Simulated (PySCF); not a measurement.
## F: ionisation energy

F [He] 2s2 2p5 (2P) → F⁺ [He] 2s2 2p4 (3P), as a difference of total energies. Calculation: PySCF 2.14, in aug-cc-pCVTZ-DK; scalar relativity by spin-free X2C-1e. Correlated levels: valence: 1s2 frozen; valence and next inner shell: nothing frozen. The calculations carry no spin-orbit coupling.

Order these methods by the ionisation energy they give, lowest first.
A. SCS-MP2 (valence)
B. B3LYP
C. MP2 (valence and next inner shell)
D. UHF

D (15.656 eV), A (17.296 eV), C (17.321 eV), B (17.729 eV).

Errors of the correlated levels include the incompleteness of this basis and the frozen core.

For comparison: 17.427 eV (measured; NIST levels, between the centres of gravity of the two terms).
